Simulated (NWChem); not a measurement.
**Correlation energy of CN**

SMILES: [C]#N
```xyz
2

C      0.0000     0.0000     0.6303
N      0.0000     0.0000    -0.5403
```
Charge 0, spin multiplicity 2.

All runs are NWChem calculations. Structure: optimised with UB3LYP/def2-SVP, a minimum by its harmonic frequencies.

Basis set: def2-TZVP. Each correlation energy counts from its own Hartree-Fock reference.

The correlated methods keep 2 core orbitals frozen. The structure started from a generated list of species. The unpaired electrons of the parent sit in orbitals of symmetry a1 (C2v labels of the run); other states weren't searched. No SCF solution was tested for a lower state. Open-shell Hartree-Fock references start from PBE0 orbitals. No row is a measurement; the coupled-cluster row has its own basis-set and correlation limits.

| method | correlation energy (mHa) | remark |
|---|---|---|
| UMP2 | (withheld) | spin-contaminated |
| SCS-UMP2 | -262.3 | spin-contaminated |
| CCSD on UHF | (withheld) | spin-contaminated |
| CCSD[T] on UHF | -333.5 | spin-contaminated |
| CCSD(T) on UHF | (withheld) | spin-contaminated |
| CCSD on ROHF | -328.9 | large amplitudes |
| CCSD[T] on ROHF | -353.4 | large amplitudes |
| CCSD(T) on ROHF | (withheld) | large amplitudes |

Some entries are withheld; supply them.


- UMP2, correlation energy (mHa): -273.4
- CCSD on UHF, correlation energy (mHa): -311.4
- CCSD(T) on UHF, correlation energy (mHa): -329.7
- CCSD(T) on ROHF, correlation energy (mHa): -349.3
